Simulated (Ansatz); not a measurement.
## Worked example: correlation energy of GeAsH3 (H-bridged), singlet

Geometry: a PBE0/def2-TZVP stationary point for this spin, not checked as a minimum.

```xyz
5

Ge   -0.0184    0.0000    1.1160
As   -0.0047    0.0000   -1.1350
H     1.3379    0.0000   -0.1370
H     0.1701    1.2375    2.0381
H     0.1701   -1.2375    2.0381
```

Basis cc-pVDZ; Ansatz 0.2.0. Only valence electrons are correlated (noble-gas cores and the filled d shells of p-block atoms frozen), which leaves 12 electrons in 41 orbitals. R marks a restricted (for open shells ROHF) determinant. No spin–orbit coupling is included, and no scalar relativity.

Full CI isn't at hand for all of this; RCCSDTQ serves as the reference, and is uncertain by about the last step of the cluster series.

Runs differ by some tens of microhartree through their thresholds, so steps under 0.03 kcal/mol mean nothing.

```json
{"level": "RHF", "total energy (hartree)": "-4311.176461"}
{"level": "RMP2", "total energy (hartree)": "-4311.374818"}
{"level": "RCCSD", "total energy (hartree)": "-4311.409801"}
{"level": "RCCSD(T)", "total energy (hartree)": "-4311.417974"}
{"level": "RCCSDT", "total energy (hartree)": "-4311.419082"}
{"level": "RCCSDT(Q)", "total energy (hartree)": "-4311.419635"}
{"level": "RCCSDTQ", "total energy (hartree)": "-4311.419650"}
```

Problem. What is the correlation energy at RCCSDTQ, and what share of it do RMP2 and RCCSD recover?

Solution. E(corr) = -4311.419650 − (-4311.176461) = -0.243189 hartree = -6.618 eV. RMP2: -0.198357 / -0.243189 = 81.56 %. RCCSD: -0.233340 / -0.243189 = 95.95 %.

Problem. By how many kcal/mol does RCCSD(T) miss RCCSDTQ (1 hartree = 627.509 kcal/mol), and which steps make up the rest?

Solution. -4311.417974 − (-4311.419650) = 0.001676 hartree = 1.05 kcal/mol. Steps: RCCSDT − RCCSD(T) = -0.70, RCCSDT(Q) − RCCSDT = -0.35, RCCSDTQ − RCCSDT(Q) = -0.01 kcal/mol. Differences between like states or geometries often cancel part of this.
